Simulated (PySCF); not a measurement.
Compound: C3H3NOS.
Bonds: S1–C2, C2–C3 (aromatic), C3–N4 (aromatic), N4–O5 (aromatic), O5–C6 (aromatic), C2–C6 (aromatic). Hydrogens: H7 on S1; H8 on C3; H9 on C6.

Structure optimised with GFN2-xTB, isolated species.

Give the optimised bond lengths and angles.

```
 bond  length (pm)
S1–C2        175.0
C2–C3        141.9
C3–N4        130.1
N4–O5        134.6
O5–C6        133.6
C2–C6        137.0
S1–H7        133.2
C3–H8        107.1
C6–H9        107.0
```

A selection of angles:
```
   angle  degrees
C2–S1–H7     95.0
S1–C2–C3    129.2
S1–C2–C6    127.6
C3–C2–C6    103.2
C2–C3–N4    110.4
C2–C3–H8    128.7
N4–C3–H8    120.9
C3–N4–O5    107.8
N4–O5–C6    109.4
O5–C6–H9    118.2
C2–C6–O5    109.3
C2–C6–H9    132.5
```

Dihedral angles: H7–S1–C2–C3 0° (synperiplanar).

The 2 C–C bonds span 1.370 Å (C2–C6, aromatic) to 1.419 Å (C2–C3, aromatic), a spread of 0.049 Å. The 5-membered ring C2–C3–N4–O5–C6 has internal angles of 103.2° to 110.4° (sum 540°, against 540° for a flat polygon); it is planar, 0.00 Å rms from its mean plane, widest ring torsion 0°. The 6 heavy atoms lie in one plane (0.000 Å rms). N4 (pyridine-type nitrogen) is bent (angle 107.8°). S1 (thiol sulfur) is bent (angle 95.0°).

Point group: Cs (tolerance 0.08 Å). Not checked by GFN2-xTB frequencies. The numbers are those of one conformer (H–S1–C2–C3 0°).

The numbers are calculated, not measured.
